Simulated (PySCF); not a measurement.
## Spin states of S2

Unrestricted PBE0; basis S pcseg-1; no relativity; PySCF 2.14. Outer shells of the fragments: S 3s2 3p4; S 3s2 3p4.

Followed along the bond (rough minima from three points):

```tsv
2Ms+1	unpaired	⟨S²⟩ at the start	R at minimum (Å)	Te (eV)
3	π ↑↑	2.01	1.91	0.00
1	π ↑↓	1.01	1.91	0.24
1	none	0.00	1.91	1.06
5	σ ↑, π ↑↑↑	6.00	none in the scan	≤ 4.75
```

Solutions found at the starting distance of 1.970 Å, counted from the lowest of them; the search is not exhaustive and high or unbound solutions are not listed, so other states can lie among these:

```tsv
2Ms+1	unpaired	term	E (eV)	⟨S²⟩	⟨Lz²⟩
3	π ↑↑	³Σ⁻	0.00	2.01	0.00
1	π ↑↓	mixed	0.24	1.01	2.01
1	none	mixed	1.06	0.00	2.00
3	π ↑↑	mixed	2.93	2.01	2.01
3	σ ↑, π ↑	³Π	4.46	2.01	1.00
3	σ ↑, π ↑	³Π	4.55	2.00	1.00
1	σ ↓, π ↑	mixed	4.81	1.01	1.00
5	σ ↑, π ↑↑↑	⁵Π	5.89	6.00	1.00
3	σ ↑, π ↑↑↓	mixed	6.57	3.01	3.02
5	σ ↑↑, π ↑↑	⁵Σ⁻	6.99	6.01	0.00
1	σ ↓↓, π ↑↑	mixed	8.24	2.01	0.00
5	σ ↑↑, π ↑↑	mixed	9.88	6.01	2.01
```

A term symbol is given only where ⟨S²⟩ and ⟨Lz²⟩ are close to those of a pure state; real π, δ and φ orbitals otherwise mix terms, and g/u labels are left off.

The measured ground state is X ³Σg- (Huber and Herzberg, Constants of Diatomic Molecules (1979)).

Counting both spins, an empty level lies below a filled one in some of these solutions, because spin and occupation are held.
